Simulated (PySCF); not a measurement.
# A PySCF run on NaMg⁻

State: ¹Σ⁺ (singlet), closed shell.

An equivalent input (the run itself took its basis sets from the Basis Set Exchange, started from a PBE0 density and held the occupation σ 8α 8β, πx 2α 2β, πy 2α 2β):

```python
from pyscf import gto, dft
mol = gto.M(atom='Na 0 0 0; Mg 0 0 3.749', basis={'Na': 'aug-cc-pVDZ', 'Mg': 'aug-cc-pVDZ'},
            charge=-1, spin=0, verbose=4, symmetry='C2v')
mf = dft.UKS(mol, xc='CAMB3LYP')
mf.grids.atom_grid = (80, 434)
mf.grids.prune = dft.gen_grid.treutler_prune
mf.irrep_nelec = {'A1': (8, 8), 'B1': (2, 2), 'B2': (2, 2)}
mf.conv_tol = 1e-9
mf.max_cycle = 60
mf.diis_space = 10
mf.kernel()
```

The log (some set-up lines and the per-cycle HOMO/LUMO lines removed):

```
******** <class 'pyscf.dft.uks_symm.SymAdaptedUKS'> ********
method = SymAdaptedUKS
damping factor = 0
level_shift factor = 0
DIIS = <class 'pyscf.scf.diis.CDIIS'>
diis_start_cycle = 1
diis_space = 10
diis_damp = 0
SCF conv_tol = 1e-09
SCF conv_tol_grad = None
SCF max_cycles = 60
number electrons alpha = 12  beta = 12
Set gradient conv threshold to 3.16228e-05
init E= -362.358947230933
cycle= 1 E= -362.359780786556  delta_E= -0.000834  |g|= 0.00406  |ddm|= 0.328
cycle= 2 E= -362.359855188443  delta_E= -7.44e-05  |g|= 0.00139  |ddm|= 0.0841
cycle= 3 E= -362.359868542512  delta_E= -1.34e-05  |g|= 0.000351  |ddm|= 0.0379
cycle= 4 E= -362.359869737782  delta_E= -1.2e-06  |g|= 0.000122  |ddm|= 0.0105
cycle= 5 E= -362.359870039932  delta_E= -3.02e-07  |g|= 3.92e-05  |ddm|= 0.00566
cycle= 6 E= -362.359870075253  delta_E= -3.53e-08  |g|= 8.53e-06  |ddm|= 0.00229
cycle= 7 E= -362.359870076728  delta_E= -1.47e-09  |g|= 1.81e-06  |ddm|= 0.000512
cycle= 8 E= -362.359870076776  delta_E= -4.82e-11  |g|= 5.16e-07  |ddm|= 0.000108
Extra cycle  E= -362.359870076779  delta_E= -3.58e-12  |g|= 2.3e-07  |ddm|= 2.08e-05
converged SCF energy = -362.359870076779  <S^2> = -3.5527137e-15  2S+1 = 1
```

Repeating this along the bond gives Re = 3.891 Å and ωe = 66.9 cm⁻¹.

A point of this curve took 1 CPU seconds beside 0.2 for the integrals, on Intel Xeon Platinum 8259CL @ 2.50GHz (shared host).

Closed-shell solutions of metal pairs were not tested for spin polarisation, which can lower them a little.
